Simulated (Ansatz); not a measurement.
# Heat of formation of C2H7N (dimethylamine) from total energies

C2H7N has 10 atoms, charge 0, and is taken as a singlet. As SMILES, `CNC`. The coordinates come from a PBE0-D4/def2-TZVP relaxation.

Total energies at B3LYP/6-31G* (spherical functions) (Ansatz 0.2.0); the atoms run unrestricted:

```tsv
species	state	energy (Eh)
C2H7N	singlet	-135.160124
C	triplet	-37.844694
N	quartet	-54.582875
H	doublet	-0.500273
```

Harmonic wavenumbers at PBE0-D4/def2-TZVP, in cm⁻¹: 234, 264, 382, 774, 966, 1034, 1102, 1185, 1204, 1269, 1434, 1462, 1469, 1481, 1487, 1511, 1514, 2948, 2951, 3067, 3068, 3120, 3121, 3560.

Measured heats of formation of the gaseous atoms at 298.15 K, in kJ/mol: C 716.9, N 472.4, H 218.0. Take 1 Eh = 2625.50 kJ/mol, 1 cm⁻¹ = 0.0119627 kJ/mol, RT = 2.479 kJ/mol.

Task: What heat of formation follows?

Result: 
1. Electronic atomisation energy: 2 × (-37.844694) + (-54.582875) + 7 × (-0.500273) − (-135.160124) = 1.385950 Eh = 3638.8 kJ/mol.
2. Zero-point energy: half the sum of the wavenumbers, 20303.5 cm⁻¹ = 242.9 kJ/mol.
3. Thermal vibrational enthalpy, Σ hcν̃/(exp(hcν̃/kT) − 1): 4.1 kJ/mol. Translation, rotation and pV of a non-linear molecule: 4 RT = 9.9 kJ/mol.
4. The 10 free atoms carry 5/2 RT each: 62.0 kJ/mol.
5. Atomisation enthalpy at 298 K: 3638.8 − 242.9 − 4.1 − 9.9 + 62.0 = 3443.9 kJ/mol.
6. Sum of the atoms' heats of formation: 3432.2 kJ/mol. Heat of formation: 3432.2 − 3443.9 = -11.7 kJ/mol.

The tabulated value is -15.9 kJ/mol (Active Thermochemical Tables), so this level is off by +4.2 kJ/mol, or 0.1 % of the atomisation enthalpy. So close a hit in a small basis owes something to errors that cancel. Anharmonicity and any spin-orbit splitting of the molecule are left out.
